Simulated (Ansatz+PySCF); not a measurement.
# doublet C₂H₃: levels of theory in one basis

```xyz
5

H     0.9033    1.2570   -2.2000
H     0.9204   -1.2173   -2.2000
H    -0.9446   -1.2069   -2.2000
C    -0.0206    0.6922   -2.2000
C    -0.0206   -0.6421   -2.2000
```

Basis set: cc-pVTZ (spherical functions). Correlated methods keep 2 orbitals frozen. Correlation on ROHF uses semicanonical orbitals with singles. Charge 0, multiplicity 2.

Computed with Ansatz (development build ahead of 0.2.0); each method stands on the lowest determinant of its kind that the runs found.

```
      method  E − E(ROHF) (eV)  <S²> of the determinant
        ROHF              0.00                     0.75
         UHF             -0.26                     1.00
    ROHF-MP2             -8.21                        –
ROHF-CCSD(T)             -9.30                        –
```

Task: What does UHF-MP2 give on the same scale?

Result: -7.93 eV.

Task: Is a single determinant a sound starting point here?

Result: Only with care. Unrestricted orbitals gain 0.26 eV and <S²> is 1.00 against 0.75 for a pure state, a contamination that matters most for the unrestricted series.

Caution for UHF, UHF-MP2: the unrestricted determinant is spin contaminated. Caution for ROHF-MP2, UHF-MP2: forces differ strongly between restricted and unrestricted references.
